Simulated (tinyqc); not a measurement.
Worked calculation: Hueckel theory of the pi electrons, for the molecule C=CC=CC=C (SMILES; centres numbered as the heavy atoms are written). One step of it, computed by the program tinyqc.

Problem. Orbitals. Diagonalise; E = alpha + x beta with beta < 0, so the largest x are filled first; degenerate levels share their electrons. P = sum n_i c_ri c_si; each orbital has its largest coefficient positive (the first on a tie).

Hueckel matrix in units of beta (H = alpha + beta A), lower triangle:
```
          1C        2C        3C        4C        5C        6C
1C  0.000000
2C  1.000000  0.000000
3C  0.000000  1.000000  0.000000
4C  0.000000  0.000000  1.000000  0.000000
5C  0.000000  0.000000  0.000000  1.000000  0.000000
6C  0.000000  0.000000  0.000000  0.000000  1.000000  0.000000
```

pi electrons, sum of z_r less the charge = 6

Give: x values; occupations; coefficients; charge and bond-order matrix P.

Solution.

x values: 1.802  1.247  0.445  -0.445  -1.247  -1.802

occupations: 2.000  2.000  2.000  0.000  0.000  0.000

coefficients:
```
      MO1     MO2     MO3     MO4     MO5     MO6
1C  0.232   0.418   0.521   0.521  -0.418   0.232
2C  0.418   0.521   0.232  -0.232   0.521  -0.418
3C  0.521   0.232  -0.418  -0.418  -0.232   0.521
4C  0.521  -0.232  -0.418   0.418  -0.232  -0.521
5C  0.418  -0.521   0.232   0.232   0.521   0.418
6C  0.232  -0.418   0.521  -0.521  -0.418  -0.232
```

charge and bond-order matrix P, lower triangle:
```
        1C      2C      3C     4C     5C     6C
1C   1.000
2C   0.871   1.000
3C   0.000   0.483   1.000
4C  -0.388   0.000   0.785  1.000
5C   0.000  -0.086   0.000  0.483  1.000
6C   0.301   0.000  -0.388  0.000  0.871  1.000
```
